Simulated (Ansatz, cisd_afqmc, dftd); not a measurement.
Barrier from CHO (SMILES [CH]=O, doublet) to the saddle point below; all geometries are those of the NHTBH38 set.
```
C
O 1 1.1349
H 1 1.8330 2 117.26
```
Charge 0, spin multiplicity 2.

Wanted: barrier height (electronic, no zero-point energy), in kJ/mol. Open shells are spin-unrestricted; no spin-orbit coupling. Cores are frozen in correlated methods. Rows without X2C or -DK are non-relativistic. AFQMC is phaseless with a CISD trial state; ± is one standard error, without the phaseless bias. Outlying blocks are dropped, and bars are widened where a walk drifts. Over all cases where full CI ran beside it in this data, AFQMC minus full CI had a median of +0.1 mEh and passed +0.4 mEh in a tenth of the cases. CBS(X,Y): correlation extrapolated as X^-3, Hartree-Fock from the larger set. A bracket is a step between two methods taken in the basis named. Functionals run without relativity, which enters their misses. Double hybrids freeze cores in their MP2 part. '+ core + X2C': CCSD(T) terms for core correlation (cc-pwCVTZ) and scalar relativity (cc-pVTZ-DK). The UHF reference of CHO (saddle point or complex, doublet) is spin-contaminated (<S^2> up to 0.03 over the pure value in the sets run).

Published benchmark value: 22.7 kcal/mol (Zhao et al., NHTBH38), a best estimate, not a measurement.

| level | program | barrier height (kJ/mol) | difference against that value |
|---|---|---|---|
| HF/aug-cc-pVTZ | Ansatz | 73.2 | -21.7 |
| PBE-D3(BJ)/def2-TZVPD | Ansatz + dftd3 | 101.8 | 6.9 |
| PBE/def2-TZVPD | Ansatz | 102.5 | 7.6 |
| r2SCAN-D3(BJ)/def2-TZVPD | Ansatz + dftd3 | 98.7 | 3.8 |
| B3LYP-D4/def2-TZVPD | Ansatz + dftd4 | 101.5 | 6.6 |
| PBE0/def2-TZVPD | Ansatz | 106.0 | 11.1 |
| wB97X-V/def2-TZVPD | Ansatz | 103.7 | 8.8 |
| B2PLYP-D4/def2-TZVPD | Ansatz + dftd4 | 98.2 | 3.3 |
| MP2/aug-cc-pVQZ | Ansatz | 93.5 | -1.4 |
| CCSD/CBS(aug-cc-pVTZ,aug-cc-pVQZ) | Ansatz | 96.2 | 1.3 |
| CCSD(T)/aug-cc-pVTZ | Ansatz | 93.9 | -1.0 |
| AFQMC/CISD/aug-cc-pVDZ | cisd_afqmc | 86.2 ± 0.9 | -8.7 |
| AFQMC/CISD/aug-cc-pVTZ | cisd_afqmc | 93.7 ± 1.7 | -1.2 |
| CCSD(T)/CBS(aug-cc-pVTZ,aug-cc-pVQZ) + [AFQMC/CISD - CCSD(T)]/aug-cc-pVDZ + core + X2C | Ansatz + cisd_afqmc | 94.4 ± 0.9 | -0.5 |
| CCSD(T)/CBS(aug-cc-pVTZ,aug-cc-pVQZ) + [CCSDT(Q) - CCSD(T)]/aug-cc-pVDZ + core + X2C | Ansatz | 95.0 | 0.1 |

Ansatz is a quantum-chemistry and plane-wave program.
